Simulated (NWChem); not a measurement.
**F2 (fluorine): CCSD/pcseg-2**

What is the vertical ionisation energy of F2 (fluorine) at CCSD/pcseg-2? 

The results are computed with NWChem 7.3.0.

3 further runs of the same task are left out: 1 that didn't finish, 2 set aside as unsound or not needed.

**1. The structure to begin with**

The species is F2 (2 atoms), meant as a singlet with charge 0. As SMILES, `FF`. The coordinates come from a PBE0-D4/def2-TZVP relaxation.

Bond lengths: F1–F2 1.376 Å.

**2. The energy at CCSD/pcseg-2**

The input, mymol.nw:

```
start mymol
title "F2 ccsd"
memory total 2200 mb

geometry units atomic noautosym nocenter noautoz
  F  -1.10341108  0.40137783 -0.55746921
  F   1.10341108 -0.40137783  0.55746921
end

basis spherical bse
  * library pcseg-2
end

scf
  thresh 1e-08
  maxiter 80
  noprint "final vectors analysis"
end

ccsd
  freeze core 2
  maxiter 60
end

task ccsd energy
```

Started as:

```console
$ nwchem mymol.nw > mymol.out
```

Log:

```text
[...]
  functions       =    60
[...]
  wavefunction    = RHF
[...]
         Total SCF energy =   -198.758114977903
      One-electron energy =   -340.165209758358
      Two-electron energy =    110.247643975302
 Nuclear repulsion energy =     31.159450805153
        Time for solution =      2.4s
[...]
 Total MP2 energy:           -199.259683447960754
[...]
             energy      energy      error      ampl     ampl      Block
                                                time     time      time
[...]
 Total CCSD energy:           -199.265317403083486
[...]
```

Run time: 18 s. Hardware: 1 thread of Intel Xeon Platinum 8375C at 2.90GHz (Ice Lake), shared host; peak memory 0.12 GiB.

**3. The doublet cation**

The input, nw.nw:

```
START nw
TITLE "F2"
memory stack 880 mb heap 220 mb global 1100 mb
charge 1

GEOMETRY units angstroms noautosym nocenter noautoz
F       -0.583900       0.212400      -0.295000
F        0.583900      -0.212400       0.295000
END

BASIS spherical bse
* library pcseg-2
END

SCF
nopen 1
uhf
thresh 1e-08
maxiter 80
print low
END

TCE
scf
ccsd
freeze core 2
maxiter 60
END

TASK tce energy
```

Started as:

```console
$ nwchem nw.nw > nw.out
```

Log:

```text
[...]
  functions       =    60
[...]
  wavefunction    = UHF
[...]
         Total SCF energy =   -198.171655100273
      One electron energy =   -331.075282425364
      Two electron energy =    101.744174319913
 Nuclear repulsion energy =     31.159453005178
                       Sz =      0.5000
                 Sz(Sz+1) =      0.7500
                      S^2 =      0.7692
[...]
         Wavefunction type : Unrestricted Hartree-Fock
          No. of electrons :    17
[...]
         Spin multiplicity : doublet
[...]
 CCSD total energy / hartree       =      -198.684278702402054
[...]
```

It took 13 s on 1 thread of Intel Xeon Platinum 8375C at 2.90GHz (Ice Lake), shared host; peak memory 0.49 GiB.

**4. Outcome**

Level: CCSD/pcseg-2, 2 core orbitals frozen.

| quantity | value |
| --- | --- |
| singlet F2: total energy | -199.26532 Eh |
| singlet F2: correlation energy (2 core orbitals frozen) | -507.2 mEh |
| doublet cation: total energy | -198.68428 Eh |
| doublet cation: correlation energy (2 core orbitals frozen) | -512.6 mEh |
| doublet cation: ⟨S²⟩ of the reference determinant | 0.769 |
| vertical ionisation energy (to the doublet cation) | 15.811 eV |

What this shows: The vertical ionisation energy comes to 15.81 eV (365 kcal/mol).
